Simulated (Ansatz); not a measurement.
in.yaml

```yaml
crystal:
  periodic: [false, false, false]
  atoms:
    - {symbol: Al, position_ang: [0.087541, 1.015575, 1.478642]}
    - {symbol: P, position_ang: [-0.077334, -1.162603, 0.903277]}
    - {symbol: Ga, position_ang: [-0.000713, 0.098415, -0.972949]}
    - {symbol: H, position_ang: [0.082395, 1.732887, -0.036729]}
basis:
  gaussian: {orbitals: cc-pVDZ}
magnetization: {spin_polarized: false, initial_magnetization: 2}
hamiltonian: {pseudopotentials: {relativity: none}}
correlation: {method: ccsd, electrons: valence}
scf: {omitted_lower_state_checks: [cluster_reference]}
```

```sh
$ ansatz run in.yaml --threads 1 --pin off --events-out ev --progress --plain --max-ram 2393MiB
```

Log:

```
these checks for a lower state are left out or cut short: cluster_reference
740 factors; integrals over basis functions are off by at most 9.5e-4 eV
mean field evaluation 1: about -68201.4058 eV, gradient 1.4e1 eV
mean field evaluation 2: about -68201.4156 eV, gradient 1.4e1 eV
mean field evaluation 4: about -68202.8884 eV, gradient 2.4e0 eV
mean field evaluation 8: about -68203.0508 eV, gradient 2.5e-1 eV
mean field evaluation 16: about -68201.5088 eV, gradient 1.5e0 eV
mean field evaluation 32: about -68203.0379 eV, gradient 1.1e0 eV
mean field -68203.05458079 eV, -2506.4160261531 hartree, gradient 2.8e-6 eV, S^2 2.000000; 6 other end points of the search recorded, 0 dependent functions left out
19 core orbitals not correlated: weight in the atoms' cores, before any rotation towards them, 1.000 or more for the frozen orbitals, at most 0.000 for the correlated occupied ones
reference -68203.05458079 eV, -2506.4160261531 hartree; 12, 10 occupied and 37, 39 virtual orbitals, 740 factors
second order -6.35196558 eV of doubles, -0.08254959 eV of singles
cycle   1  -6.78963103 eV  change   -3.5e-1 eV  update   1.1e-1
cycle   2  -7.09581920 eV  change   -3.1e-1 eV  update   4.1e-2
cycle   3  -7.19202166 eV  change   -9.6e-2 eV  update   2.6e-2
cycle   4  -7.18709169 eV  change    4.9e-3 eV  update   9.7e-3
cycle   5  -7.19126976 eV  change   -4.2e-3 eV  update   4.5e-3
cycle   6  -7.19182284 eV  change   -5.5e-4 eV  update   1.9e-3
cycle   7  -7.19256420 eV  change   -7.4e-4 eV  update   8.6e-4
cycle   8  -7.19284765 eV  change   -2.8e-4 eV  update   3.8e-4
cycle   9  -7.19280999 eV  change    3.8e-5 eV  update   2.0e-4
cycle  10  -7.19281856 eV  change   -8.6e-6 eV  update   9.4e-5
cycle  11  -7.19283455 eV  change   -1.6e-5 eV  update   5.4e-5
cycle  12  -7.19282732 eV  change    7.2e-6 eV  update   2.5e-5
Total energy: -68210.24740811 eV, -2506.6803576817 hartree
Checks for a lower state left out: cluster_reference
```

Ran on 1 thread of Arm Neoverse V2, shared host: 6.5 s wall, 0.22 GiB peak host memory.
